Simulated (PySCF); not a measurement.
Planning a core-ionisation job on `C[SiH3]`.

Method: delta-SCF UKS SCAN, def2-TZVP on the ionised atom, pcseg-1 elsewhere, spin-free X2C (PySCF 2.14.0). Geometry: PBE0-D3(BJ)/def2-SVP. Work: ΔSCF core ionisation, 3 holes, density fitting. The input is one job of a driver script: a line of settings, then coordinates in Å.

Command:
```bash
OMP_NUM_THREADS=1 python probes_run.py task.json out
```

Input:
```
{"job": {"kind": "xps", "basis": "def2-TZVP"}, "charge": 0, "multiplicity": 1}
C     -1.000315    -0.092418     0.207599
Si     0.841217     0.086311    -0.121616
H     -1.319814     0.576002     1.021392
H     -1.247640    -1.125396     0.497052
H     -1.583978     0.159279    -0.691038
H      1.175225     1.490194    -0.516428
H      1.272443    -0.824799    -1.227081
H      1.634036    -0.254765     1.100489
```

Hardware: an Arm Neoverse N1 with one thread, no GPU (shared host). PySCF's memory limit was set to 1200 MB.

The basis has 81 functions.

**Question.** How long does the run take?

**Answer.** About 9.1 s. The run took 36 SCF cycles in all, 3.0 s a hole on average.

**Question.** How much memory does it need at the peak?

**Answer.** About 0.42 GiB. Peak memory is the resident size of the whole Python process, interpreter and libraries included.

**Question.** At this speed, how long would 500 such jobs take on 96 cores, one job a core?

**Answer.** 500/96 gives 6 rounds of 9.1 s, about 55 s of wall time and 1.3 core-hours, if the jobs don't slow each other.

The host was shared with other jobs, so the times are rough.
